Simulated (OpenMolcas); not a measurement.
# A workflow on NH3S (Thiohydroxylamine)

Wanted: the energy (UHF/STO-3G), then a single-point energy (CASSCF(2,2)/STO-3G), then the energy (CASPT2(2,2)/STO-3G), then the energy (SC-NEVPT2(2,2)/STO-3G), then a single-point energy (MRCI(2,2)/STO-3G) of NH3S (Thiohydroxylamine). 

Program for the calculation: OpenMolcas 26.06.

3 further runs of the same task are left out: 1 for a known fault of the program, 2 set aside as unsound or not needed.

## (1) The molecule

NH3S has 5 atoms, charge 0, and is taken as a singlet. SMILES: `NS`. The N1–H3 distance was set to 1.776 Å, away from the relaxed value. At this shape a bond of the SMILES string is far longer than usual.

Bond lengths: N1–S2 1.719 Å, N1–H4 1.015 Å, S2–H5 1.338 Å. Angles: N1–S2–H5 95.5°, S2–N1–H4 109.7°. A long bond or contact: N1–H3 1.776 Å.

## (2) The energy at UHF/STO-3G (run 1)

Contents of coord.xyz:

```xyz
5

N     -0.296101     0.087529    -0.687018
S      0.034929     1.549299     0.155012
H      0.015040    -1.300690     0.375430
H     -1.269331     0.070209    -0.974528
H      0.982099     1.973369    -0.690178
```

Contents of step1.input:

```
&GATEWAY
BasLib = $CurrDir
Coord = coord.xyz
Basis = STO-3G
Group = NoSym
&SEWARD
&SCF
UHF
Scramble = 0.25
PrOrbitals = 1 1
```

The basis set STO-3G is read from a file made from the Basis Set Exchange's data (not shown).

Run with:

```
$ export MOLCAS_MEM=1860
$ pymolcas step1.input > step1.log
```

The log of the run:

```text
--- Start Module: gateway ---
[...]
--- Stop Module: gateway /rc=_RC_ALL_IS_WELL_ ---
--- Start Module: seward ---
[...]
      Basis functions           17
--- Stop Module: seward /rc=_RC_ALL_IS_WELL_ ---
--- Start Module: scf ---
[...]
       Convergence after  33 Iterations
[...]
::    Total SCF energy                               -448.4824354274
[...]
      Total spin, S                                     0.5245448498
[...]
      Total electronic charge=   26.000000
      Total            charge=   -0.000000
[...]
      Dipole Moment (debye):
      Origin of the operator (angstrom)=   -0.0674    1.0512   -0.1217
                   X= -7.2591E-01               Y=  7.6385E-01               Z= -1.6924E-01           Total=  1.0673E+00
      Quadrupole Moment (debye*angstrom):
[...]
--- Stop Module: scf /rc=_RC_ALL_IS_WELL_ ---
[...]
```

It took 2.2 s on 1 thread of Arm Neoverse V1, shared host; peak memory 0.37 GiB.

## (3) The energy at CASSCF(2,2)/STO-3G (run 2)

coord.xyz is that of step 2.

Contents of step2.input:

```
&gateway
  baslib = $CurrDir
  coord = coord.xyz
  basis = STO-3G
  group = NoSym

&seward

&rasscf
  fileorb = $CurrDir/step1.UnaOrb
  spin = 1
  nactel = 2 0 0
  inactive = 12
  ras2 = 2
  orblisting = Nothing
  orbappear = Compact
```

The basis set STO-3G is read from a file made from the Basis Set Exchange's data (not shown).

Run with:

```
$ export MOLCAS_MEM=1860
$ pymolcas step2.input > step2.log
```

The log of the run:

```text
--- Start Module: gateway ---
[...]
--- Stop Module: gateway /rc=_RC_ALL_IS_WELL_ ---
--- Start Module: seward ---
[...]
      Basis functions           17
--- Stop Module: seward /rc=_RC_ALL_IS_WELL_ ---
--- Start Module: rasscf ---
[...]
      Number of active orbitals                  2
[...]
      Spin quantum number                      0.0
[...]
      Active orbitals                            2
[...]
      Number of CSFs                             3
[...]
      Number of root(s) required                 1
[...]
      Convergence after 12 iterations
[...]
      printout of CI-coefficients larger than  0.05 for root  1
      energy=    -448.513259
      conf/sym  11     Coeff  Weight
             1  20  -0.92423 0.85419
             3  02   0.38185 0.14581
      Natural orbitals and occupation numbers for root  1
      sym 1:   1.708387   0.291613
      ************************************************************************************************************************
      *                                                    Final results                                                     *
[...]
::    RASSCF root number  1 Total energy:   -448.51325910
[...]
      Total electronic charge=   26.000000
      Total            charge=   -0.000000
[...]
      Dipole Moment (debye):
      Origin of the operator (angstrom)=   -0.0674    1.0512   -0.1217
                   X= -7.0557E-01               Y=  5.3799E-01               Z=  2.3180E-02           Total=  8.8758E-01
      Quadrupole Moment (debye*angstrom):
[...]
--- Stop Module: rasscf /rc=_RC_ALL_IS_WELL_ ---
[...]
```

It took 1.8 s on 1 thread of Arm Neoverse V1, shared host; peak memory 0.37 GiB.

## (4) The energy at CASPT2(2,2)/STO-3G (run 3)

coord.xyz is that of step 3.

Contents of step3.input:

```
&GATEWAY
  BasLib
  $CurrDir
  Coord
  coord.xyz
  Basis
  STO-3G
  Group
  NoSym

&SEWARD

&RASSCF
  FileOrb
  $CurrDir/step2.RasOrb
  Spin
  1
  Nactel
  2 0 0
  Inactive
  12
  Ras2
  2
  OrbListing
  Nothing
  OrbAppear
  Compact

&CASPT2
  Imaginary
  0.1
  Frozen
  6
```

The basis set STO-3G is read from a file made from the Basis Set Exchange's data (not shown).

Run with:

```
$ export MOLCAS_MEM=1860
$ pymolcas step3.input > step3.log
```

The log of the run:

```text
--- Start Module: gateway ---
[...]
--- Stop Module: gateway /rc=_RC_ALL_IS_WELL_ ---
[...]
      Basis functions           17
[...]
--- Start Module: rasscf ---
[...]
      Number of active orbitals                  2
[...]
      Spin quantum number                      0.0
[...]
      Active orbitals                            2
[...]
      Number of CSFs                             3
[...]
      Number of root(s) required                 1
[...]
      Convergence after  4 iterations
[...]
      printout of CI-coefficients larger than  0.05 for root  1
      energy=    -448.513259
      conf/sym  11     Coeff  Weight
             1  20  -0.92423 0.85419
             3  02   0.38185 0.14581
      Natural orbitals and occupation numbers for root  1
      sym 1:   1.708387   0.291613
      ************************************************************************************************************************
      *                                                    Final results                                                     *
[...]
::    RASSCF root number  1 Total energy:   -448.51325910
[...]
      Total electronic charge=   26.000000
      Total            charge=   -0.000000
[...]
      Dipole Moment (debye):
      Origin of the operator (angstrom)=   -0.0674    1.0512   -0.1217
                   X= -7.0558E-01               Y=  5.3798E-01               Z=  2.3178E-02           Total=  8.8758E-01
      Quadrupole Moment (debye*angstrom):
[...]
--- Stop Module: rasscf /rc=_RC_ALL_IS_WELL_ ---
--- Start Module: caspt2 ---
[...]
 ###    WARNING: User changed nr of frozen orbitals.                         ###
 ###############################################################################
[...]
      E2 (Variational):          -0.0607625935
      Total energy:            -448.5740216912
[...]
      Reference weight:           0.97088
[...]
::    CASPT2 Root  1     Total energy:   -448.57402169
[...]
--- Stop Module: caspt2 /rc=_RC_ALL_IS_WELL_ ---
[...]
```

Run time: 1.7 s. Hardware: 1 thread of Arm Neoverse V1, shared host; peak memory 0.37 GiB.

## (5) A single-point energy at SC-NEVPT2(2,2)/STO-3G (run 4)

coord.xyz is that of step 4.

Contents of step4.inp:

```
* H3NS NEVPT2
>>> EXPORT MOLCAS_PRINT=2

&GATEWAY
 BasLib=$CurrDir
 Coord=coord.xyz
 Basis=STO-3G
 Group=NoSym

&SEWARD

&RASSCF
 FileOrb=$CurrDir/step2.RasOrb
 Spin=1
 Nactel=2 0 0
 Inactive=12
 Ras2=2
 OrbListing=Nothing
 OrbAppear=Compact

&CASPT2
 SC-NEVPT2
 Frozen=6
```

The basis set STO-3G is read from a file made from the Basis Set Exchange's data (not shown).

Run with:

```
$ export MOLCAS_MEM=1860
$ pymolcas step4.inp > step4.log
```

The log of the run:

```text
--- Start Module: gateway ---
[...]
--- Stop Module: gateway /rc=_RC_ALL_IS_WELL_ ---
[...]
      Basis functions           17
[...]
--- Start Module: rasscf ---
[...]
      Number of active orbitals                  2
[...]
      Spin quantum number                      0.0
[...]
      Active orbitals                            2
[...]
      Number of CSFs                             3
[...]
      Number of root(s) required                 1
[...]
      Convergence after  4 iterations
[...]
      printout of CI-coefficients larger than  0.05 for root  1
      energy=    -448.513259
      conf/sym  11     Coeff  Weight
             1  20  -0.92423 0.85419
             3  02   0.38185 0.14581
      Natural orbitals and occupation numbers for root  1
      sym 1:   1.708387   0.291613
      ************************************************************************************************************************
      *                                                    Final results                                                     *
[...]
::    RASSCF root number  1 Total energy:   -448.51325910
[...]
      Total electronic charge=   26.000000
      Total            charge=   -0.000000
[...]
      Dipole Moment (debye):
      Origin of the operator (angstrom)=   -0.0674    1.0512   -0.1217
                   X= -7.0558E-01               Y=  5.3798E-01               Z=  2.3178E-02           Total=  8.8758E-01
      Quadrupole Moment (debye*angstrom):
[...]
--- Stop Module: rasscf /rc=_RC_ALL_IS_WELL_ ---
--- Start Module: caspt2 ---
[...]
 ###    WARNING: User changed nr of frozen orbitals.                         ###
 ###############################################################################
[...]
      E2 (Variational):          -0.0603139458
[...]
      E2 (Variational):          -0.0602270587
      Total energy:            -448.5734861564
[...]
      Reference weight:           0.97133
[...]
::    SC-NEVPT2 Root  1     Total energy:   -448.57348616
[...]
--- Stop Module: caspt2 /rc=_RC_ALL_IS_WELL_ ---
[...]
```

Run time: 1.8 s. Hardware: 1 thread of Arm Neoverse V1, shared host; peak memory 0.37 GiB.

## (6) The energy at MRCI(2,2)/STO-3G (run 5)

coord.xyz is that of step 5.

Contents of step5.inp:

```
* H3NS MRCI
&GATEWAY
BASLIB=$CurrDir
COORD=coord.xyz
BASIS=STO-3G
GROUP=NoSym
&SEWARD
&RASSCF
FILEORB=$CurrDir/step2.RasOrb
SPIN=1
NACTEL=2 0 0
INACTIVE=12
RAS2=2
ORBLISTING=Nothing
ORBAPPEAR=Compact
&MOTRA
LUMORB
FROZEN=6
&GUGA
ELECTRONS=14
SPIN=1
INACTIVE=6
ACTIVE=2
CIALL=1
&MRCI
SDCI
```

The basis set STO-3G is read from a file made from the Basis Set Exchange's data (not shown).

Run with:

```
$ export MOLCAS_MEM=1860
$ pymolcas step5.inp > step5.log
```

The log of the run:

```text
--- Start Module: gateway ---
[...]
--- Stop Module: gateway /rc=_RC_ALL_IS_WELL_ ---
[...]
      Basis functions           17
[...]
      Number of active orbitals                  2
[...]
      Spin quantum number                      0.0
[...]
      Active orbitals                            2
[...]
      Number of CSFs                             3
[...]
      Number of root(s) required                 1
[...]
      Convergence after  4 iterations
[...]
      printout of CI-coefficients larger than  0.05 for root  1
      energy=    -448.513259
      conf/sym  11     Coeff  Weight
             1  20  -0.92423 0.85419
             3  02   0.38185 0.14581
      Natural orbitals and occupation numbers for root  1
      sym 1:   1.708387   0.291613
      ************************************************************************************************************************
      *                                                    Final results                                                     *
[...]
::    RASSCF root number  1 Total energy:   -448.51325910
[...]
      Dipole Moment (debye):
      Origin of the operator (angstrom)=   -0.0674    1.0512   -0.1217
                   X= -7.0558E-01               Y=  5.3798E-01               Z=  2.3178E-02           Total=  8.8758E-01
      Quadrupole Moment (debye*angstrom):
[...]
      *** WARNING: Default frozen orbitals is overwritten by user input.
      *** Default values:   6
[...]
--- Start Module: guga ---
[...]
--- Stop Module: guga /rc=_RC_ALL_IS_WELL_ ---
--- Start Module: mrci ---
[...]
       (But an ACPF correction will be computed)
       USE THE DEFAULT ACPF G-VALUE GFAC=  0.14285714285714285
[...]
                      CI ENERGY:  -448.59366356
[...]
                ACPF CORRECTION:    -0.00404883
[...]
      Total electronic charge=   26.000000
      Total            charge=   -0.000000
[...]
     ACPF CORRECTION:     -0.00404883
[...]
  CI State   1     Total energy:   -448.59366356     QDav:     -0.00476361     QACPF:     -0.00404883
[...]
--- Stop Module: mrci /rc=_RC_ALL_IS_WELL_ ---
[...]
```

Run time: 1.8 s. Hardware: 1 thread of Arm Neoverse V1, shared host; peak memory 0.37 GiB.

## (7) Results

```
                                                    quantity          value
                             run 1, UHF/STO-3G: total energy  -448.48244 Eh
                            run 1, UHF/STO-3G: dipole moment         1.07 D
                              run 1, UHF/STO-3G: HOMO energy       -7.33 eV
                              run 1, UHF/STO-3G: LUMO energy        8.47 eV
                            run 1, UHF/STO-3G: HOMO–LUMO gap       15.80 eV
                                     run 1, UHF/STO-3G: ⟨S²⟩          0.800
                     run 2, CASSCF(2,2)/STO-3G: total energy  -448.51326 Eh
   run 2, CASSCF(2,2)/STO-3G: dipole moment (CASSCF density)         0.89 D
                     run 3, CASPT2(2,2)/STO-3G: total energy  -448.57402 Eh
   run 3, CASPT2(2,2)/STO-3G: dipole moment (CASSCF density)         0.89 D
                  run 4, SC-NEVPT2(2,2)/STO-3G: total energy  -448.57349 Eh
run 4, SC-NEVPT2(2,2)/STO-3G: dipole moment (CASSCF density)         0.89 D
                       run 5, MRCI(2,2)/STO-3G: total energy  -448.59366 Eh
     run 5, MRCI(2,2)/STO-3G: dipole moment (CASSCF density)         0.89 D
```

What this shows: ⟨S²⟩ (run 1, UHF/STO-3G) is 0.80 where a pure singlet has 0.00: the reference is spin-contaminated. Mulliken charges (run 3, CASPT2(2,2)/STO-3G) of the CASSCF density run from -0.33 on N1 to +0.19 on S2; they depend strongly on the basis.
